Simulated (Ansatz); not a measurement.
For Ga2O3 (C2/m, No. 12), LDA (plane waves, PAW; Ansatz, a first-principles code) gives:

| Item | Result |
|---|---|
| cohesive energy | 5.85 eV/atom |
| band gap | 2.51 eV |

Problem. What does r²SCAN+rVV10 (PAW; Ansatz) give for the same quantities?

Solution. 
- cohesive energy: 5.07 eV/atom (decreases by 0.78 eV/atom)
- band gap: 3.06 eV (goes up by 0.55 eV)

For comparison: band gap 4.85 ± 0.1 eV (measured, room temperature, no zero-point or thermal correction, ARPES, indirect, as cited; as tabulated in Mengle et al. (2016), arXiv:1902.02681).

Changes are worked out from the printed values.

Unless a cell is named, each level is at its own relaxed cell (LDA 10.22, r²SCAN+rVV10 10.42 Å³/atom).

Levels without +SOC have no spin–orbit coupling; where heavier elements are present it shifts gaps, mostly down, and can invert bands. Density-functional gaps are differences of (generalised) Kohn–Sham levels.

Caveats: the relaxation could not lower the start's symmetry, so the cell can be a saddle point above a distorted one (LDA, r²SCAN+rVV10). Ansatz's density-functional and Hartree–Fock values are scalar-relativistic unless marked +SOC, with PAW data made under PBE.
